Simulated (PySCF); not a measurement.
C2H6O. Atoms are numbered in the order given.

```xyz
9

C     -1.2026     0.1412     0.2462
C      0.0688    -0.4315    -0.3570
O      1.2325     0.3079     0.0027
H     -2.0772    -0.4203    -0.0908
H     -1.3277     1.1856    -0.0433
H     -1.1760     0.0895     1.3383
H      0.1808    -1.4866    -0.0769
H      0.0264    -0.3871    -1.4462
H      1.3164     0.2972     0.9623
```
Charge 0, spin multiplicity 1.

The structure is a stationary point at B3LYP-D3(BJ)/def2-TZVP. Other conformers were not sampled.

Calculation: TDA-CAM-B3LYP/def2-SVPD (PySCF 2.14.0).

Vertical excitations. 

Problem. Give excitation energies, oscillator strengths and character. (An estimate is asked for; the answer gives what the named calculation found.)

Solution. 
```
state  energy (eV)  λ (nm)      f                                                               main pairs
-----  -----------  ------  -----  -----------------------------------------------------------------------
S1            7.06     176  0.011                                         HOMO→LUMO 84 %, HOMO→LUMO+1 13 %
S2            8.36     148  0.022                                       HOMO→LUMO+1 68 %, HOMO→LUMO+2 17 %
S3            8.62     144  0.020                                                         HOMO−1→LUMO 87 %
S4            8.82     141  0.024                                       HOMO→LUMO+2 73 %, HOMO→LUMO+1 13 %
S5            9.09     136  0.060                                                         HOMO→LUMO+3 94 %
S6            9.55     130  0.013                                     HOMO−1→LUMO+1 70 %, HOMO−2→LUMO 14 %
S7            9.91     125  0.006                                       HOMO→LUMO+4 61 %, HOMO→LUMO+5 21 %
S8            9.98     124  0.098  HOMO−1→LUMO+2 40 %, HOMO−2→LUMO 24 %, HOMO→LUMO+4 11 %, HOMO→LUMO+5 7 %
S9           10.01     124  0.063                   HOMO→LUMO+5 46 %, HOMO−1→LUMO+2 27 %, HOMO→LUMO+4 10 %
S10          10.07     123  0.043                 HOMO−2→LUMO 53 %, HOMO−1→LUMO+2 15 %, HOMO−1→LUMO+1 11 %
T1            6.72     184      0                                         HOMO→LUMO 77 %, HOMO→LUMO+1 17 %
T2            8.12     153      0                       HOMO→LUMO+1 58 %, HOMO→LUMO 14 %, HOMO→LUMO+2 12 %
T3            8.29     150      0                                                         HOMO−1→LUMO 76 %
T4            8.60     144      0                                                         HOMO→LUMO+2 76 %
```
Triplets are in the Tamm–Dancoff approximation.
